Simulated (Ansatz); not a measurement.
Hematite (α-Fe2O3) was calculated with PBE (Ansatz, a quantum-chemistry and plane-wave program, plane waves, hard PAW).

Settings: plane-wave cutoff 930 eV, 10×10×10 k mesh, Fermi–Dirac smearing 0.05 eV, ferromagnetic start, spin-polarised with parallel moments.

Cell (relaxed at this level):

Fe$_{2}$O$_{3}$ has the trigonal space group R-3c, hexagonal axes (No. 167), the corundum structure, Pearson symbol hR10. Conventional cell: a = b = 4.7727 Å, c = 13.3129 Å, α = β = 90.00°, γ = 120.00°. Fe on 12c is coordinated by 6 O at 1.895–1.962 Å (octahedral). O on 18e sees 4 Fe at 1.895–1.962 Å. (Neighbours: up to the widest gap in distance over summed covalent radii, below 1.35, at either atom; cation-cation and far metal-metal contacts left out.)
(The calculation used a cell of 10 atoms; values per cell refer to that cell.)

Q: Predict the magnetic moment (largest site, within a sphere).

A: 
- magnetic moment (largest site, within a sphere): 0.86 μB

The run finds no gap.

Moments are spin moments.

Computed values are for the static lattice.
